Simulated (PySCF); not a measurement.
## Dipole moment and polarisability of difluoromethyl isocyanide

Species: difluoromethyl isocyanide, C2HF2N.
Cartesian coordinates in Å at the GFN2-xTB level; atoms count from 1:
```xyz
6
C2HF2N angstrom
C      2.1219   -0.0283   -0.0661
N      0.9604   -0.0158   -0.0009
C     -0.4336    0.0005    0.0614
F     -0.9124    1.1521   -0.4446
F     -0.9481   -1.0014   -0.6752
H     -0.7851   -0.1050    1.1038
```

Level: CAM-B3LYP/def2-SVPD (PySCF), static field, nuclei fixed, core orbitals frozen in the response. The polarisability tensor in these axes (au):

```
x   40.17 -0.23  0.11
y   -0.23 27.37  0.12
z    0.11  0.12 26.20
```

**Question.** What are the eigenvalues, a third of the trace, and Δα (Δα² = ½Σ(αi − αj)² over the three pairs)?

**Answer.** Principal values 26.18, 27.38 and 40.18 au; mean 31.25 au = 4.63 Å³ = 5.15 × 10⁻⁴⁰ C²·m²/J; Δα = 13.43 au (43 % of the mean).

**Question.** What is the dipole moment, and where does it point?

**Answer.** (-1.56, -0.15, 1.64) D, 2.27 D in size, pointing from the negative to the positive side. Measured along this direction, the outermost atoms are C1 at the negative end and H6 at the positive end.

**Question.** Orientational against electronic polarisability at 298 K (dilute gas, rigid molecules)?

**Answer.** In Gaussian units μ²/3kT = 41.62 Å³ against 4.63 Å³, a ratio of 8.99; the Debye molar polarisation (4π/3)N_A(α + μ²/3kT) is 116.7 cm³/mol, leaving out the vibrational part.

**Question.** Form Σ f/ω² (atomic units) for the 8 lowest TDDFT singlets, given as eV and f, and set it beside the mean polarisability, which is this sum over all singlets: 7.70, 0.0628; 7.88, 0.0609; 8.14, 0.0000; 8.49, 0.0019; 8.56, 0.0006; 9.63, 0.0737; 10.26, 0.1029; 10.30, 0.0000.

**Answer.** They add up to 2.85 au, 9.1 % of the 31.25 au; the largest single term is 0.78 au, from the state at 7.70 eV. Terms in order: 0.78, 0.73, 0.00, 0.02, 0.01, 0.59, 0.72, 0.00 au. Higher excitations give the rest. The strengths listed sum to 0.303.

**Question.** Estimate the molar refractivity from the static electronic polarisability.

**Answer.** Lorentz–Lorenz: R = (4π/3)N_A α = 2.5225 cm³/(mol·Å³) × 4.63 Å³ = 11.7 cm³/mol, in the limit of long wavelengths.

**Question.** Traceless (Buckingham) quadrupole moment about the centre of nuclear charge: eigenvalues?

**Answer.** -7.46, 0.91, 6.55 D·Å. The values depend on the origin, since the dipole doesn't vanish. The electronic extent ⟨r²⟩ about the same centre is 340 bohr², a root-mean-square distance of 1.58 Å for the 38 electrons.

Isolated species at its GFN2-xTB geometry, gas phase.

These values come from a run that also computed excited states. The run took 14 s of wall time on x86-64 server, one thread (shared host).
